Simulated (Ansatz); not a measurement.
C4H10N2 (`C1CNCCN1`). The species carries charge 0 and has multiplicity 1.

Z-matrix (Å, degrees):
```
C
N 1 1.449
C 1 1.543 2 112.9
H 1 1.092 2 109.6 3 123.3
H 1 1.095 2 107.4 3 -121.4
C 2 1.457 1 110.5 3 61.5
H 2 1.012 1 108.5 3 -57.2
N 3 1.454 1 108.7 2 -20.1
H 3 1.104 1 109.1 2 -143.4
H 3 1.095 1 110.5 2 98.8
C 6 1.540 2 112.6 1 -35.6
H 6 1.092 2 107.8 1 -157.4
H 6 1.096 2 109.2 1 86.5
H 8 1.010 3 110.8 1 -169.5
H 11 1.105 6 110.0 2 95.9
H 11 1.092 6 110.5 2 -146.3
```

(1) List the harmonic frequencies (cm⁻¹, unscaled) at PBE0-D4/def2-TZVP in Ansatz. (Estimate.)

(2) Is this a minimum?

(3) Give the ideal-gas thermochemistry at 298.15 K and 1 bar (rigid rotor, harmonic oscillator; point group C1, symmetry number 1).

(4) And at 400, 500, 600, 800 and 1000 K?

## Answers

(1) The calculation gave: 99, 259, 302, 457, 521, 631, 763, 796, 850, 904, 916, 923, 1017, 1031, 1091, 1162, 1177, 1194, 1217, 1265, 1269, 1323, 1352, 1358, 1386, 1412, 1473, 1485, 1488, 1499, 1506, 1514, 2932, 2944, 3036, 3050, 3059, 3087, 3103, 3106, 3551, 3581.

(2) Yes, all 42 modes are real.

(3) Zero-point energy 389.3 kJ/mol; H(298) − E = 406.8 kJ/mol; entropy 315.3 J/(mol·K), of which translation 164.4, rotation 109.1, vibration 41.8; G(298) − E = 312.8 kJ/mol. Modes under 100 cm⁻¹ are hindered rotations or soft bends, so the harmonic entropy is rough.

(4) 
| T (K) | H − E (kJ/mol) | S (J/mol/K) | G − E (kJ/mol) |
| --- | --- | --- | --- |
| 400 | 418.7 | 349.3 | 279.0 |
| 500 | 433.8 | 382.9 | 242.3 |
| 600 | 452.0 | 416.0 | 202.4 |
| 800 | 495.6 | 478.4 | 112.9 |
| 1000 | 546.5 | 535.0 | 11.4 |
